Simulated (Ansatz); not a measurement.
A nudged elastic band was laid between two geometries of CH4B + FH (8 atoms, charge 0, multiplicity 2).

The calculation used UKS BHLYP/6-31G* in Ansatz 0.2.0.

```yaml
movable_images: 9
climbing_image: yes
spring: 5.0 eV/Å²
optimiser: quadratic models (default)
start_path: through a guess of the saddle point
force_threshold: 0.05 eV/Å
iteration_limit: 60
end_points: relaxed
```

First end point:

```xyz
8
Properties=species:S:1:pos:R:3
B 0.003 0.164 -0.181
H 0.101 0.380 1.812
H 1.041 -0.314 -0.495
C -1.382 0.063 -0.844
H -1.760 -0.938 -0.612
H -2.121 0.777 -0.492
H -1.318 0.119 -1.932
F -0.038 -0.252 2.494
```

Last end point:

```xyz
8
Properties=species:S:1:pos:R:3
B 0.180 0.204 -0.318
H 0.014 -0.131 1.748
H 1.133 0.464 -0.971
C -1.293 -0.015 -0.707
H -1.893 -0.466 0.077
H -1.705 0.982 -0.901
H -1.407 -0.579 -1.633
F -0.504 -0.459 2.456
```

Q: What changes between the two ends?

A: No bond is made or broken.

Q: What energy profile does the band end with?

A: The forces met the threshold. The highest image is number 5 of 0 to 10, 1.0 kJ/mol above the first end and 2.1 kJ/mol above the last; the last end lies 1.1 kJ/mol below the first. A vibrational analysis at the climbing image gives 2 clearly imaginary modes (166i, 49i cm⁻¹): a point of higher order, so a lower path passes nearby.

| image | path coordinate (Å) | energy (kJ/mol) |
| --- | --- | --- |
| 0 | 0.00 | 0.0 |
| 1 | 0.26 | 0.0 |
| 2 | 0.52 | 0.0 |
| 3 | 0.79 | 0.2 |
| 4 | 1.05 | 0.7 |
| 5 | 1.31 | 1.0 |
| 6 | 1.50 | 0.6 |
| 7 | 1.68 | 0.0 |
| 8 | 1.87 | -0.6 |
| 9 | 2.05 | -0.9 |
| 10 | 2.24 | -1.1 |

Q: What is the geometry of the highest image?

A: 
```xyz
8
Properties=species:S:1:pos:R:3
B 0.058 0.272 -0.216
H -0.018 0.120 1.807
H 1.152 0.224 -0.665
C -1.339 0.020 -0.814
H -1.885 -0.692 -0.194
H -1.924 0.941 -0.780
H -1.334 -0.344 -1.841
F -0.184 -0.542 2.454
```

The run took 6 min on 1 thread of Arm Neoverse V2, with other jobs on the host, peak memory 0.12 GiB.
